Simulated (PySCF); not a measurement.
**Computed data sheet: `[H][Si]([H])([H])[H]`**

Compound: SiH₄.
Cartesian coordinates in Å at the PBE0-D3(BJ)/def2-SVP level; atoms count from 1:
```xyz
5
SiH4 angstrom
Si     0.0000    0.0000    0.0001
H      0.0111   -0.0201    1.4930
H      1.4039    0.0116   -0.5080
H     -0.7117    1.2232   -0.4761
H     -0.7032   -1.2147   -0.5091
```

PBE0-D3(BJ)/def2-SVP geometry optimisation, gas phase (PySCF):

| Item | Value |
| --- | --- |
| Point group | Td |
| Rotational constants A, B, C | 84.360, 84.352, 84.343 GHz |

**wB97X-D/def2-SVPD ground state and vertical TDDFT (core frozen in the response) (PySCF)**

| Item | Value |
| --- | --- |
| Dipole moment | 0.00 D |
| HOMO energy | -11.77 eV |
| LUMO energy | 1.97 eV |
| HOMO–LUMO gap | 13.74 eV |
| Lowest singlet excitation | 9.28 eV (134 nm, f = 0.000 summed over 3 states within 0.01 eV) |
| Lowest triplet excitation (Tamm–Dancoff) | 8.80 eV |
| Static isotropic polarisability | 31.9 au |
| Electronic spatial extent ⟨r²⟩ about the centre of nuclear charge | 69 bohr² |

KT2/pcSseg-1 ground state and GIAO shieldings, non-relativistic (PySCF):

| Property | Result |
| --- | --- |
| 1H chemical shifts (computed TMS as zero) by class | 3.50 (H2/H3/H4/H5) ppm |
| Isotropic shieldings of nuclei other than C and H, by class | 467 (Si1) ppm |

delta-SCF UKS SCAN, pcX-2 on the ionised atom, pcseg-1 elsewhere, spin-free X2C; 2p3/2 from a spin–orbit splitting computed afterwards within the 2p shell (PySCF):

| Property | Result |
| --- | --- |
| Core binding energies | Si2p3/2 107.2 (Si1), Si1s 1846.9 (Si1) eV |

Monoisotopic mass (most abundant isotopes): 32.0082 u.

The rotational constants are those of a spherical top; the small spread among constants that symmetry makes equal is optimisation noise. Point group Td forbids a permanent dipole, so the rigid molecule has no electric-dipole pure rotational spectrum. The vertical singlet–triplet gap S1 − T1 is 0.48 eV (TDDFT singlet less Tamm–Dancoff triplet). The principal polarisabilities are 31.9, 31.9 and 31.9 au; their mean is the isotropic value.

